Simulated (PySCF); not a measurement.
ethylene (C2H4), SMILES C=C. Atoms are numbered in the order given.

```xyz
6

C      0.0000     0.0000    -0.6628
C      0.0000     0.0000     0.6628
H      0.0000    -0.9234    -1.2322
H      0.0000     0.9234    -1.2322
H      0.0000     0.9234     1.2322
H      0.0000    -0.9234     1.2322
```

Coordinates come from a r2SCAN-D4/def2-TZVP optimisation.

Computed with PBE0/pcSseg-2 (PySCF).

GIAO shieldings, no solvent; atoms alike by connectivity are averaged. δ = σ(ref) − σ: ¹³C against TMS (σ = 186.1 ppm); ¹H against TMS (σ = 31.54 ppm), references at their B3LYP-D3(BJ)/def2-TZVP geometries, non-relativistic.

Question: Estimate the chemical shifts. (Estimate from the structure and the level; the computed values follow.)

Answer: 
```json
[
 {"nucleus": "¹³C", "atoms": "C1, C2", "count": "2", "δ (ppm)": "135.4"},
 {"nucleus": "¹H", "atoms": "H3, H4, H5, H6", "count": "4", "δ (ppm)": "5.88"}
]
```
